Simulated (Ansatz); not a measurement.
System: PdS₂ (Pbca, No. 61). Method: r²SCAN (Ansatz, a quantum-chemistry and plane-wave program, plane waves, PAW).

Run with plane-wave cutoff 500 eV, 8×8×6 k mesh (along the axes of the cell as run), Fermi–Dirac smearing 0.05 eV, scalar-relativistic PAW data made under PBE.

Cell (relaxed at this level):

```cif
data_Pd4S8
_chemical_formula_sum 'Pd4 S8'
_space_group_name_H-M_alt 'Pbca'
_space_group_IT_number 61
_space_group_name_Hall '-P 2ac 2ab'
_cell_length_a 5.47968
_cell_length_b 5.56856
_cell_length_c 7.89060
_cell_angle_alpha 90.000
_cell_angle_beta 90.000
_cell_angle_gamma 90.000
loop_
_space_group_symop_operation_xyz
  'x, y, z'
  '-x, -y, -z'
  '-x+1/2, -y, z+1/2'
  'x+1/2, y, -z+1/2'
  'x+1/2, -y+1/2, -z'
  '-x+1/2, y+1/2, z'
  '-x, y+1/2, -z+1/2'
  'x, -y+1/2, z+1/2'
loop_
_atom_site_label
_atom_site_type_symbol
_atom_site_symmetry_multiplicity
_atom_site_Wyckoff_symbol
_atom_site_fract_x
_atom_site_fract_y
_atom_site_fract_z
_atom_site_occupancy
Pd1 Pd 4 a 0.00000 0.00000 0.00000 1
S1 S 8 c 0.10483 0.11064 0.42135 1
```

Q: Estimate the band gap that the calculation returns.

A: 
band gap: 0.40 eV (on the SCF k mesh)

Measured, for comparison: band gap 0.7 eV (temperature not stated, no zero-point or thermal correction, indirect, bulk, cited; as tabulated in Two-dimensional noble-metal chalcogenides and phosphochalcogenides, Angew. …).

Note: the volume lies 6 % above that of the published cell; the cell has widely spaced layers and the level no dispersion term, so their spacing and the moduli can rest on weak binding.

Spin–orbit coupling is not included.

It cost about 14 core-minutes (a rough figure) of CPU time.
